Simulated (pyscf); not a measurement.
# Atom transfer: F–CH(F)–C(F)(F)–F (SMILES FC(F)C(F)(F)F) + H• (SMILES [H]) → HF (SMILES F) + F–CH•–C(F)(F)–F (SMILES F[CH]C(F)(F)F)

Gas phase, doublet surface, charge 0. Bonds broken: F1–C2. Bonds formed: F1–H9. Optimised with ωB97X-D3(BJ)/def2-SVP in PySCF.

Transition state (Å):

```xyz
9

F      0.7366     0.7355     0.2453
C     -0.6222    -0.2279     0.0785
F     -0.1816    -1.4557    -0.1375
C     -1.3225     0.3570    -1.1269
F     -2.4273    -0.3525    -1.4092
F     -1.6910     1.6124    -0.8678
F     -0.5413     0.3437    -2.2032
H     -1.1472    -0.1085     1.0328
H      1.7902     1.4084     0.3350
```

One imaginary mode, 2032i cm⁻¹; descent along it reached the two sides named.

```
bond   change  reactant side (Å)  saddle  product side
-----  ------  -----------------  ------  ------------
F1–C2  breaks              1.345   1.674           3.0
F1–H9   forms                3.3   1.253         0.928
```

Electronic energies relative to the separated reactants (kcal/mol):

```json
[
 {"level": "ωB97X-D3(BJ)/def2-TZVP", "barrier": "37.5", "reaction energy": "-16.9", "reverse barrier": "54.4"},
 {"level": "PBE/def2-TZVP", "barrier": "23.1", "reaction energy": "-17.6", "reverse barrier": "40.7"},
 {"level": "r²SCAN/def2-TZVP", "barrier": "24.9", "reaction energy": "-19.2", "reverse barrier": "44.1"},
 {"level": "B3LYP-D3(BJ)/def2-TZVP", "barrier": "26.9", "reaction energy": "-20.7", "reverse barrier": "47.6"},
 {"level": "PBE0-D3(BJ)/def2-TZVP", "barrier": "31.4", "reaction energy": "-17.4", "reverse barrier": "48.8"},
 {"level": "M06-2X/def2-TZVP", "barrier": "37.0", "reaction energy": "-16.0", "reverse barrier": "53.0"},
 {"level": "ωB97M-D3(BJ)/def2-TZVP", "barrier": "35.0", "reaction energy": "-17.5", "reverse barrier": "52.6"},
 {"level": "HF/def2-TZVP", "barrier": "56.4", "reaction energy": "-16.9", "reverse barrier": "73.3"}
]
```

With ωB97M-D3(BJ)/def2-TZVP energies and thermal terms (ideal gas, 1 atm, RRHO with modes under 100 cm⁻¹ raised to 100, one conformer, R ln 2 for chiral ones without a mode under 150 cm⁻¹), in kcal/mol:

| T (K) | ΔH‡ | ΔG‡ | ΔH | ΔG |
|---|---|---|---|---|
| 298 | 34.1 | 40.6 | -15.5 | -19.3 |
| 600 | 33.9 | 47.2 | -15.7 | -23.0 |
| 900 | 33.8 | 53.9 | -16.4 | -26.5 |
| 1200 | 33.6 | 60.6 | -17.2 | -29.8 |

This is the saddle that the search found; another between the same sides may lie lower. The angle at the transferred F is 177°.
